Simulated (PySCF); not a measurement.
# C2ClF3 (Ethene, chlorotrifluoro-): the cost of one run

Computed with PySCF 2.14.0, with density-fitted response routines of our own, on a single molecule in the gas phase. Atoms are numbered from 0 throughout.

## (1) The molecule as given

6 atoms, charge 0, multiplicity 1; geometry from: MMFF94s.

Bonds of the start (Å): F0–C1 1.35, C1–F2 1.35, C1–C3 1.34, C3–F4 1.35, C3–Cl5 1.72.

## (2) Geometry optimisation at PBE0-D3(BJ)/def2-SVP

The job: settings as JSON, then the geometry in Å.

```
{"job": {"xc": "PBE0", "basis": "def2-SVP", "d3": "d3bj", "grid": 1, "kind": "geom"}, "charge": 0, "multiplicity": 1}
F      0.570705    -0.797901     1.549418
C      0.209411     0.147637     0.655212
F      0.244691     1.448690     1.016768
C     -0.176641    -0.214464    -0.570382
F     -0.198852    -1.526263    -0.894969
Cl    -0.649314     0.942301    -1.756047
```

Run with:

```
OMP_NUM_THREADS=1 python probes_run.py task.json out
```

This one command runs all jobs of the session in turn.

Q: Estimate the wall time and peak memory of this first job on 1 thread of Arm Neoverse V1, shared host.

About 19 s, with a peak of 0.37 GiB.
